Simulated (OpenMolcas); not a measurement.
# A workflow on singlet AlH2S+

We compute the energy (HF/STO-3G), then a single-point energy (CASSCF(2,2)/STO-3G), then a single-point energy (CASPT2(2,2)/STO-3G), then the energy (SC-NEVPT2(2,2)/STO-3G), then the energy (MRCI(2,2)/STO-3G) of singlet AlH2S+. 

The results are computed with OpenMolcas 26.06.

1 further run of the same task is left out (set aside as unsound or not needed).

## (1) The molecule

AlH2S+: 4 atoms, total charge +1, spin state singlet. SMILES of the parent species: `[AlH][SH]`. The shape comes from GFN2-xTB, which is rough for such elements, and wasn't checked as a minimum. That shape belongs to the parent species and isn't relaxed for this state.

Bond lengths: Al1–S2 2.218 Å, Al1–H3 1.573 Å, S2–H4 1.329 Å. Angles: Al1–S2–H4 93.0°, S2–Al1–H3 118.4°.

## (2) The energy at HF/STO-3G (run 1)

The input, step1.input:

```
&GATEWAY
BASLIB
$CurrDir
COORD
4
angstrom
Al       0.020450      -1.017690      -0.287090
S        0.929090       0.997900      -0.109060
H       -0.780810      -1.587390       0.940650
H       -0.168730       1.607180      -0.544510
BASIS
STO-3G
GROUP
NoSym
&SEWARD
&SCF
CHARGE
1
PRORBITALS
1 1
```

The basis set STO-3G is read from a file made from the Basis Set Exchange's data (not shown).

On the command line:

```bash
$ export MOLCAS_MEM=1860
$ pymolcas step1.input > step1.log
```

The log of the run:

```text
--- Start Module: gateway ---
[...]
--- Stop Module: gateway /rc=_RC_ALL_IS_WELL_ ---
--- Start Module: seward ---
[...]
      Basis functions           20
--- Stop Module: seward /rc=_RC_ALL_IS_WELL_ ---
--- Start Module: scf ---
[...]
       Convergence after  15 Iterations
[...]
::    Total SCF energy                               -633.1573680336
[...]
      Total spin, S                                     0.0000000000
[...]
      Total electronic charge=   30.000000
      Total            charge=    1.000000
[...]
      Dipole Moment (debye):
      Origin of the operator (angstrom)=    0.4806    0.0733   -0.1777
                   X= -2.4410E+00               Y= -4.9785E+00               Z= -2.2157E+00           Total=  5.9711E+00
      Center of Charge (angstrom)
[...]
--- Stop Module: scf /rc=_RC_ALL_IS_WELL_ ---
[...]
```

Wall time 1.4 s (1 thread of Intel Xeon 6975P-C (Granite Rapids), shared host); peak memory 0.37 GiB.

## (3) A single-point energy at CASSCF(2,2)/STO-3G (run 2)

The input, step2.input:

```
>>> EXPORT MOLCAS_PRINT=2

&GATEWAY
 BasLib=$CurrDir
 Coord
 4
 angstrom
 Al       0.020450      -1.017690      -0.287090
 S        0.929090       0.997900      -0.109060
 H       -0.780810      -1.587390       0.940650
 H       -0.168730       1.607180      -0.544510
 Basis=STO-3G
 Group=NoSym

&SEWARD

&RASSCF
 FileOrb=$CurrDir/step1.ScfOrb
 Spin=1
 Nactel=2 0 0
 Inactive=14
 Ras2=2
 OrbListing=Nothing
```

The basis set STO-3G is read from a file made from the Basis Set Exchange's data (not shown).

On the command line:

```bash
$ export MOLCAS_MEM=1860
$ pymolcas step2.input > step2.log
```

The log of the run:

```text
--- Start Module: gateway ---
[...]
--- Stop Module: gateway /rc=_RC_ALL_IS_WELL_ ---
--- Start Module: seward ---
[...]
      Basis functions           20
--- Stop Module: seward /rc=_RC_ALL_IS_WELL_ ---
--- Start Module: rasscf ---
[...]
      Number of active orbitals                  2
[...]
      Spin quantum number                      0.0
[...]
      Active orbitals                            2
[...]
      Number of CSFs                             3
[...]
      Number of root(s) required                 1
[...]
      Convergence after 19 iterations
[...]
      printout of CI-coefficients larger than  0.05 for root  1
      energy=    -633.183295
      conf/sym  11     Coeff  Weight
             1  20   0.97263 0.94601
             3  02  -0.23237 0.05399
      Natural orbitals and occupation numbers for root  1
      sym 1:   1.892013   0.107987
      ************************************************************************************************************************
      *                                                    Final results                                                     *
[...]
::    RASSCF root number  1 Total energy:   -633.18329486
[...]
      Total electronic charge=   30.000000
      Total            charge=    1.000000
[...]
      Dipole Moment (debye):
      Origin of the operator (angstrom)=    0.4806    0.0733   -0.1777
                   X= -2.0789E+00               Y= -3.8603E+00               Z= -1.8242E+00           Total=  4.7488E+00
      Center of Charge (angstrom)
[...]
--- Stop Module: rasscf /rc=_RC_ALL_IS_WELL_ ---
[...]
```

Run time: 1.6 s. Hardware: 1 thread of Intel Xeon 6975P-C (Granite Rapids), shared host; peak memory 0.37 GiB.

## (4) The energy at CASPT2(2,2)/STO-3G (run 3)

The input, step3.inp:

```
>>> EXPORT MOLCAS_PRINT=2

&GATEWAY
  BasLib=$CurrDir
  Coord
  4
  angstrom
  Al       0.020450      -1.017690      -0.287090
  S        0.929090       0.997900      -0.109060
  H       -0.780810      -1.587390       0.940650
  H       -0.168730       1.607180      -0.544510
  Basis=STO-3G
  Group=NoSym

&SEWARD

&RASSCF
  FileOrb=$CurrDir/step2.RasOrb
  Spin=1
  Nactel=2 0 0
  Inactive=14
  Ras2=2
  OrbListing=Nothing

&CASPT2
  Imaginary=0.1
  Frozen=10
```

The basis set STO-3G is read from a file made from the Basis Set Exchange's data (not shown).

On the command line:

```bash
$ export MOLCAS_MEM=1860
$ pymolcas step3.inp > step3.log
```

The log of the run:

```text
--- Start Module: gateway ---
[...]
--- Stop Module: gateway /rc=_RC_ALL_IS_WELL_ ---
[...]
      Basis functions           20
[...]
--- Start Module: rasscf ---
[...]
      Number of active orbitals                  2
[...]
      Spin quantum number                      0.0
[...]
      Active orbitals                            2
[...]
      Number of CSFs                             3
[...]
      Number of root(s) required                 1
[...]
      Convergence after  4 iterations
[...]
      printout of CI-coefficients larger than  0.05 for root  1
      energy=    -633.183295
      conf/sym  11     Coeff  Weight
             1  20   0.97263 0.94601
             3  02  -0.23236 0.05399
      Natural orbitals and occupation numbers for root  1
      sym 1:   1.892016   0.107984
      ************************************************************************************************************************
      *                                                    Final results                                                     *
[...]
::    RASSCF root number  1 Total energy:   -633.18329486
[...]
      Total electronic charge=   30.000000
      Total            charge=    1.000000
[...]
      Dipole Moment (debye):
      Origin of the operator (angstrom)=    0.4806    0.0733   -0.1777
                   X= -2.0789E+00               Y= -3.8604E+00               Z= -1.8241E+00           Total=  4.7489E+00
      Center of Charge (angstrom)
[...]
--- Stop Module: rasscf /rc=_RC_ALL_IS_WELL_ ---
--- Start Module: caspt2 ---
[...]
 ###    WARNING: User changed nr of frozen orbitals.                         ###
 ###############################################################################
[...]
      E2 (Variational):          -0.0419606881
      Total energy:            -633.2252555510
[...]
      Reference weight:           0.97579
[...]
::    CASPT2 Root  1     Total energy:   -633.22525555
[...]
--- Stop Module: caspt2 /rc=_RC_ALL_IS_WELL_ ---
[...]
```

It took 1.6 s on 1 thread of Intel Xeon 6975P-C (Granite Rapids), shared host; peak memory 0.37 GiB.

## (5) The energy at SC-NEVPT2(2,2)/STO-3G (run 4)

The input, step4.input:

```
* AlH2S NEVPT2
&GATEWAY
BasLib
$CurrDir
Coord
4
angstrom
Al       0.020450      -1.017690      -0.287090
S        0.929090       0.997900      -0.109060
H       -0.780810      -1.587390       0.940650
H       -0.168730       1.607180      -0.544510
Basis
STO-3G
Group
NoSym
&SEWARD
&RASSCF
FileOrb
$CurrDir/step2.RasOrb
Spin
1
Nactel
2 0 0
Inactive
14
Ras2
2
OrbListing
Nothing
&CASPT2
SC-NEVPT2
Frozen
10
```

The basis set STO-3G is read from a file made from the Basis Set Exchange's data (not shown).

On the command line:

```bash
$ export MOLCAS_MEM=1860
$ pymolcas step4.input > step4.log
```

The log of the run:

```text
--- Start Module: gateway ---
[...]
--- Stop Module: gateway /rc=_RC_ALL_IS_WELL_ ---
[...]
      Basis functions           20
[...]
--- Start Module: rasscf ---
[...]
      Number of active orbitals                  2
[...]
      Spin quantum number                      0.0
[...]
      Active orbitals                            2
[...]
      Number of CSFs                             3
[...]
      Number of root(s) required                 1
[...]
      Convergence after  4 iterations
[...]
      printout of CI-coefficients larger than  0.05 for root  1
      energy=    -633.183295
      conf/sym  11     Coeff  Weight
             1  20   0.97263 0.94601
             3  02  -0.23236 0.05399
      Natural orbitals and occupation numbers for root  1
      sym 1:   1.892016   0.107984
      ************************************************************************************************************************
      *                                                    Final results                                                     *
[...]
::    RASSCF root number  1 Total energy:   -633.18329486
[...]
      Total electronic charge=   30.000000
      Total            charge=    1.000000
[...]
      Dipole Moment (debye):
      Origin of the operator (angstrom)=    0.4806    0.0733   -0.1777
                   X= -2.0789E+00               Y= -3.8604E+00               Z= -1.8241E+00           Total=  4.7489E+00
      Center of Charge (angstrom)
[...]
--- Stop Module: rasscf /rc=_RC_ALL_IS_WELL_ ---
--- Start Module: caspt2 ---
[...]
 ###    WARNING: User changed nr of frozen orbitals.                         ###
 ###############################################################################
[...]
      E2 (Variational):          -0.0421857866
[...]
      E2 (Variational):          -0.0421357704
      Total energy:            -633.2254306334
[...]
      Reference weight:           0.97522
[...]
::    SC-NEVPT2 Root  1     Total energy:   -633.22543063
[...]
--- Stop Module: caspt2 /rc=_RC_ALL_IS_WELL_ ---
[...]
```

Wall time 1.6 s (1 thread of Intel Xeon 6975P-C (Granite Rapids), shared host); peak memory 0.37 GiB.

## (6) The energy at MRCI(2,2)/STO-3G (run 5)

The input, step5.input:

```
* AlH2S MRCI

&gateway
  baslib = $CurrDir
  coord
  4
  angstrom
  Al       0.020450      -1.017690      -0.287090
  S        0.929090       0.997900      -0.109060
  H       -0.780810      -1.587390       0.940650
  H       -0.168730       1.607180      -0.544510
  basis = STO-3G
  group = NoSym

&seward

&rasscf
  fileorb = $CurrDir/step2.RasOrb
  spin = 1
  nactel = 2 0 0
  inactive = 14
  ras2 = 2
  orblisting = Nothing

&motra
  lumorb
  frozen = 10

&guga
  electrons = 10
  spin = 1
  inactive = 4
  active = 2
  ciall = 1

&mrci
  sdci
```

The basis set STO-3G is read from a file made from the Basis Set Exchange's data (not shown).

On the command line:

```bash
$ export MOLCAS_MEM=1860
$ pymolcas step5.input > step5.log
```

The log of the run:

```text
--- Start Module: gateway ---
[...]
--- Stop Module: gateway /rc=_RC_ALL_IS_WELL_ ---
[...]
      Basis functions           20
[...]
      Number of active orbitals                  2
[...]
      Spin quantum number                      0.0
[...]
      Active orbitals                            2
[...]
      Number of CSFs                             3
[...]
      Number of root(s) required                 1
[...]
      Convergence after  4 iterations
[...]
      printout of CI-coefficients larger than  0.05 for root  1
      energy=    -633.183295
      conf/sym  11     Coeff  Weight
             1  20   0.97263 0.94601
             3  02  -0.23236 0.05399
      Natural orbitals and occupation numbers for root  1
      sym 1:   1.892016   0.107984
      ************************************************************************************************************************
      *                                                    Final results                                                     *
[...]
::    RASSCF root number  1 Total energy:   -633.18329486
[...]
      Dipole Moment (debye):
      Origin of the operator (angstrom)=    0.4806    0.0733   -0.1777
                   X= -2.0789E+00               Y= -3.8604E+00               Z= -1.8241E+00           Total=  4.7489E+00
      Center of Charge (angstrom)
[...]
      *** WARNING: Default frozen orbitals is overwritten by user input.
      *** Default values:   7
[...]
--- Start Module: guga ---
[...]
--- Stop Module: guga /rc=_RC_ALL_IS_WELL_ ---
--- Start Module: mrci ---
[...]
       (But an ACPF correction will be computed)
       USE THE DEFAULT ACPF G-VALUE GFAC=  0.20000000000000001
[...]
                      CI ENERGY:  -633.24568158
[...]
                ACPF CORRECTION:    -0.00344564
[...]
      Total electronic charge=   30.000000
      Total            charge=    1.000000
[...]
     ACPF CORRECTION:     -0.00344564
[...]
  CI State   1     Total energy:   -633.24568158     QDav:     -0.00436736     QACPF:     -0.00344564
[...]
--- Stop Module: mrci /rc=_RC_ALL_IS_WELL_ ---
[...]
```

Run time: 1.6 s. Hardware: 1 thread of Intel Xeon 6975P-C (Granite Rapids), shared host; peak memory 0.37 GiB.

## (7) Outcome

| quantity | value |
| --- | --- |
| run 1, HF/STO-3G: total energy | -633.15737 Eh |
| run 1, HF/STO-3G: HOMO energy | -13.44 eV |
| run 1, HF/STO-3G: LUMO energy | -3.30 eV |
| run 1, HF/STO-3G: HOMO–LUMO gap | 10.14 eV |
| run 2, CASSCF(2,2)/STO-3G: total energy | -633.18329 Eh |
| run 3, CASPT2(2,2)/STO-3G: total energy | -633.22526 Eh |
| run 4, SC-NEVPT2(2,2)/STO-3G: total energy | -633.22543 Eh |
| run 5, MRCI(2,2)/STO-3G: total energy | -633.24568 Eh |

In words: Mulliken charges (run 2, CASSCF(2,2)/STO-3G) run from -0.12 on H3 to +0.98 on Al1. Mulliken charges (run 3, CASPT2(2,2)/STO-3G) of the CASSCF density run from -0.12 on H3 to +0.98 on Al1. Mulliken charges (run 4, SC-NEVPT2(2,2)/STO-3G) of the CASSCF density run from -0.12 on H3 to +0.98 on Al1; they depend strongly on the basis. Mulliken charges (run 5, MRCI(2,2)/STO-3G) of the CASSCF density run from -0.12 on H3 to +0.98 on Al1.
